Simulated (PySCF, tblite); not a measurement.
# C3H6S: geometry, vibrations

Wanted: geometry, vibrations for C3H6S (`C[C@H]1CS1`).

Programs: tblite 0.8.0 and PySCF 2.14.0, with routines of our own; each step states its level. All values are computed. Atoms count from 0.

### Step 1. The starting structure

10 atoms, charge 0, multiplicity 1; geometry from: start built from the parent or by distance geometry.

### Step 2. Relaxing the molecule with GFN2-xTB

The job: settings as JSON, then the geometry in Å.

```
{"job": {"kind": "relax", "xc": "GFN2-xTB", "basis": "xTB"}, "charge": 0, "multiplicity": 1}
C      1.199000    -0.144300     0.278400
C     -0.033700     0.591600    -0.291400
C     -1.271800    -0.261200    -0.145700
S     -1.274800     1.270500     0.815100
H      0.988100    -0.427800     1.355800
H      1.248000    -1.083200    -0.323400
H      2.120700     0.439200     0.170200
H      0.157800     1.148600    -1.217800
H     -1.243100    -1.215500     0.399400
H     -1.872500    -0.308500    -1.085600
```

Launch:

```bash
OMP_NUM_THREADS=1 python redox_run.py task.json out
```

This one command runs all jobs of the session in turn.

The log of the run:

```text
step      E/eV     max force
  0    -345.41661    1.566
  1    -345.52682    0.783
  2    -345.59399    0.622
  3    -345.61072    0.496
  4    -345.62543    0.379
  5    -345.63993    0.429
  6    -345.65519    0.396
  7    -345.66297    0.292
  8    -345.66884    0.276
  9    -345.67532    0.269
 10    -345.68238    0.326
 11    -345.68824    0.298
 12    -345.69223    0.196
 13    -345.69519    0.156
 14    -345.69822    0.159
 15    -345.70079    0.145
 16    -345.70240    0.091
 17    -345.70347    0.089
 18    -345.70436    0.083
 19    -345.70505    0.069
 20    -345.70553    0.060
 21    -345.70587    0.054
 22    -345.70620    0.052
 23    -345.70660    0.059
 24    -345.70713    0.085
 25    -345.70788    0.113
 26    -345.70887    0.124
 27    -345.70996    0.129
 28    -345.71104    0.118
 29    -345.71221    0.104
 30    -345.71376    0.120
 31    -345.71562    0.145
 32    -345.71708    0.113
 33    -345.71779    0.066
 34    -345.71817    0.063
 35    -345.71852    0.071
 36    -345.71891    0.077
 37    -345.71929    0.061
 38    -345.71965    0.062
 39    -345.71999    0.069
 40    -345.72034    0.059
 41    -345.72069    0.046
 42    -345.72088    0.027
 43    -345.72100    0.023
 44    -345.72107    0.021
 45    -345.72111    0.013
 46    -345.72113    0.010
 47    -345.72114    0.009
```

Wall time 0.08 s (1 thread of AMD EPYC 9R45, shared host).

Relaxation path: (not every step is listed)

```
step  energy from step 0 (eV)  largest force (eV/Å)
   0                   0.0000                1.5663
   1                  -0.1102                0.7835
   2                  -0.1774                0.6222
   3                  -0.1941                0.4958
   4                  -0.2088                0.3787
   5                  -0.2233                0.4291
   6                  -0.2386                0.3960
   7                  -0.2464                0.2919
   8                  -0.2522                0.2757
  11                  -0.2716                0.2983
  14                  -0.2816                0.1592
  17                  -0.2869                0.0893
  20                  -0.2889                0.0601
  23                  -0.2900                0.0594
  26                  -0.2923                0.1242
  29                  -0.2956                0.1036
  32                  -0.3005                0.1129
  35                  -0.3019                0.0715
  38                  -0.3030                0.0625
  41                  -0.3041                0.0457
  42                  -0.3043                0.0272
  43                  -0.3044                0.0230
  44                  -0.3045                0.0206
  45                  -0.3045                0.0135
  46                  -0.3045                0.0100
  47                  -0.3045                0.0092
```

Close pairs (by a distance rule), those that changed most:

```
 bond  before (Å)  after (Å)  change (Å)
C0–H4       1.134      1.088      -0.046
C0–C1       1.545      1.503      -0.042
C2–H9       1.116      1.082      -0.035
C1–C2       1.510      1.481      -0.029
C0–H5       1.116      1.090      -0.027
C2–H8       1.099      1.082      -0.017
C1–S3       1.796      1.811      +0.015
C1–H7       1.098      1.085      -0.012
```

The next job starts from the end point, and lists it.

### Step 3. Vibrational analysis with GFN2-xTB

The job: settings as JSON, then the geometry in Å.

```
{"job": {"kind": "ir", "xc": "GFN2-xTB", "basis": "xTB"}, "charge": 0, "multiplicity": 1}
C      1.218225    -0.166241     0.273039
C     -0.016508     0.427554    -0.344515
C     -1.331553    -0.231675    -0.169869
S     -1.162301     1.312188     0.743201
H      0.985809    -0.614418     1.236495
H      1.625175    -0.933499    -0.385063
H      1.975562     0.600348     0.421134
H      0.151944     0.942345    -1.285193
H     -1.381290    -1.119652     0.446265
H     -2.047299    -0.207642    -0.980551
```

The log of the run:

```text
mode    cm-1     km/mol
  1     180.1      0.05
  2     285.1      2.48
  3     379.7      0.10
  4     661.7      2.04
  5     700.9      1.54
  6     883.3      1.02
  7     892.8      0.18
  8     953.4     10.36
  9    1000.7      2.17
 10    1027.7     11.18
 11    1069.9     24.16
 12    1148.7      2.82
 13    1199.0      8.32
 14    1334.3      9.19
 15    1406.3      9.20
 16    1428.4      2.46
 17    1474.8      4.39
 18    1485.5      4.36
 19    3009.0     23.32
 20    3014.2      9.61
 21    3038.6     15.46
 22    3042.3     14.24
 23    3053.3     10.92
 24    3066.0     14.37
ZPE 213.747  H(298)-E 228.728  G(298)-E 141.467 kJ/mol  S 292.67 J/(mol K)
```

It took 0.11 s on 1 thread of AMD EPYC 9R45, shared host.

The strongest bands and the atoms that carry them (share of the mass-weighted mode):

```
cm⁻¹  km/mol                               atoms
 953    10.4           H6 23 %, C0 21 %, C2 19 %
1028    11.2           H8 40 %, H9 39 %, C2 15 %
1070    24.2  H5 24 %, C1 19 %, H7 18 %, H6 17 %
3009    23.3                             H5 90 %
3039    15.5                             H6 83 %
3042    14.2                             H4 83 %
3053    10.9                    H9 50 %, H8 46 %
3066    14.4                    H8 44 %, H9 43 %
```

### Step 4. Geometry optimisation at PBE0-D3(BJ)/def2-SVP

The job, as its differences from that of step 3:

```diff
@@ -1,2 +1,2 @@
-{"job": {"kind": "ir", "xc": "GFN2-xTB", "basis": "xTB"}, "charge": 0, "multiplicity": 1}
+{"job": {"xc": "PBE0", "basis": "def2-SVP", "d3": "d3bj", "grid": 1, "kind": "geom"}, "charge": 0, "multiplicity": 1}
 C      1.218225    -0.166241     0.273039
```

The log of the run:

```text
step   0  E = -515.61493369  max force = 0.008719
step   1  E = -515.61577550  max force = 0.002169
step   2  E = -515.61578593  max force = 0.000138
optimisation converged
```

Wall time 3.6 s (1 thread of AMD EPYC 9R45, shared host).

Along the way:

```
step  energy from step 0 (eV)  largest force component (eV/Å)
   0                   0.0000                          0.4483
   1                  -0.0229                          0.1115
   2                  -0.0232                          0.0071
```

Close pairs (by a distance rule), those that changed most:

```
 bond  before (Å)  after (Å)  change (Å)
C2–H8       1.082      1.096      +0.014
C2–H9       1.082      1.095      +0.014
C0–H5       1.090      1.103      +0.013
C0–H6       1.088      1.100      +0.012
C0–H4       1.088      1.100      +0.012
C1–H7       1.085      1.097      +0.012
C2–S3       1.802      1.810      +0.009
C1–S3       1.811      1.819      +0.009
```

The final coordinates are the input of the step that follows.

```
                         at the end point                 value
  point group (found at 0.08 Å tolerance)                    C1
rotational constants (GHz, main isotopes)  11.725, 4.867, 3.953
                        dipole moment (D)                  1.99
```

### Step 5. Harmonic vibrations (C₃H₆S): PBE0-D3(BJ)/def2-SVP

The job: settings as JSON, then the geometry in Å.

```
{"job": {"xc": "PBE0", "basis": "def2-SVP", "d3": "d3bj", "grid": 2, "kind": "hessian"}, "charge": 0, "multiplicity": 1}
C      1.217762    -0.180996     0.258826
C     -0.018748     0.430451    -0.338146
C     -1.341677    -0.205123    -0.147560
S     -1.144373     1.352574     0.753812
H      0.992577    -0.639663     1.232878
H      1.624749    -0.956817    -0.411369
H      1.999834     0.577078     0.412358
H      0.133470     0.926546    -1.304692
H     -1.388073    -1.107151     0.473386
H     -2.058129    -0.188942    -0.975869
```

The log of the run:

```text
coarse grid: 8608 points
cycle   1  E = -515.5458099516  dE =  3.429e-01  |g| = 2.269e-01  |ddm| = 3.225e+00
cycle   2  E = -515.5499553400  dE = -4.145e-03  |g| = 2.141e-01  |ddm| = 6.250e-01
cycle   3  E = -515.5624734323  dE = -1.252e-02  |g| = 2.880e-02  |ddm| = 2.860e-01
cycle   4  E = -515.5625963014  dE = -1.229e-04  |g| = 1.886e-02  |ddm| = 4.386e-02
cycle   5  E = -515.5626862452  dE = -8.994e-05  |g| = 3.974e-03  |ddm| = 2.396e-02
cycle   6  E = -515.5626909537  dE = -4.708e-06  |g| = 9.328e-04  |ddm| = 8.179e-03
final grid: 77608 points
cycle   7  E = -515.6157645099  dE = -8.172e-06  |g| = 8.993e-03  |ddm| = 2.325e-02
cycle   8  E = -515.6157339102  dE =  3.060e-05  |g| = 1.366e-02  |ddm| = 2.553e-02
cycle   9  E = -515.6157863156  dE = -5.241e-05  |g| = 1.003e-03  |ddm| = 1.712e-02
cycle  10  E = -515.6157865854  dE = -2.698e-07  |g| = 1.470e-04  |ddm| = 1.229e-03
cycle  11  E = -515.6157865910  dE = -5.576e-09  |g| = 2.076e-05  |ddm| = 1.971e-04
cycle  12  E = -515.6157865911  dE = -1.144e-10  |g| = 8.285e-06  |ddm| = 4.094e-05
cycle  13  E = -515.6157865911  dE = -1.683e-11  |g| = 2.560e-06  |ddm| = 1.101e-05
converged SCF energy = -515.6157865911

mode    cm-1
  1     242.7
  2     308.6
  3     390.3
  4     658.2
  5     689.5
  6     894.3
  7     919.5
  8     937.8
  9    1012.7
 10    1054.4
 11    1093.2
 12    1179.4
 13    1206.7
 14    1364.9
 15    1410.2
 16    1448.7
 17    1465.3
 18    1474.0
 19    3050.8
 20    3128.7
 21    3143.8
 22    3155.9
 23    3171.3
 24    3228.7
ZPE 219.093  H(298)-E 233.690  G(298)-E 147.309 kJ/mol  S 289.72 J/(mol K)
```

Wall time 36 s (1 thread of AMD EPYC 9R45, shared host); peak memory 1.4 GiB.

Zero-point energy 219.09 kJ/mol (xTB gave 213.75).

### Step 6. Results

```
                                 quantity                  value
strongest single infrared mode (GFN2-xTB)   1070 cm⁻¹, 24 km/mol
             zero-point energy (GFN2-xTB)          51.1 kcal/mol
                              point group                     C1
     rotational constants (main isotopes)  11.72, 4.87, 3.95 GHz
```

**Reading.** No mode is imaginary among the 24: a minimum at this level. The strongest single mode, at 1070 cm⁻¹, has its largest shares on H5, C1, H7 and H6 (the list is cut at 4 atoms). Unscaled tight-binding wavenumbers are off by several per cent, some by more. Its intensities can rank the bands wrongly. Relaxing lowered the energy by 0.023 eV in 2 steps; the close pair that moved most is C2–H8, from 1.082 to 1.096 Å (PBE0/def2-SVP).
